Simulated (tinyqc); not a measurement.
Orbital energy against energy difference: ionisation energy by orbital energies and by energy differences in the 6-31g* basis, for H2O, spin multiplicity 1. Computed by the program tinyqc with PySCF. 

Geometry (angstrom):
```
atom,x,y,z
O,0.0000,0.0000,0.0000
H,0.0000,0.6910,0.6260
H,0.0000,-0.7450,0.6750
```

CCSD(T) difference in the same basis = 12.0351 eV

IP-EOM-CCSD = 11.8574 eV

The cation is unrestricted; errors are against CCSD(T) in this basis, not against experiment.

First vertical ionisation energy (eV):
```
method,-e(HOMO),E(cation) - E,error of -e(HOMO),error of the difference
HF,13.618,10.88066,1.583,-1.154
LDA,6.313,12.71226,-5.722,0.677
PBE,6.234,12.38110,-5.801,0.346
B3LYP,7.973,12.42634,-4.062,0.391
PBE0,8.337,12.30592,-3.699,0.271
CAM-B3LYP,9.862,12.41492,-2.173,0.380
LC-wPBE,11.310,12.45385,-0.725,0.419
```

Koopmans errs by +1.58 eV and Delta-HF by -1.15 eV: relaxation, 2.74 eV, lowers the value and the missing correlation difference works against it. The PBE level is off by -5.8 eV through the wrong tail of its potential, though its energy difference is off by +0.35 eV; exact exchange deepens the level, and among the orbital energies LC-wPBE comes closest; among the differences PBE0 does.
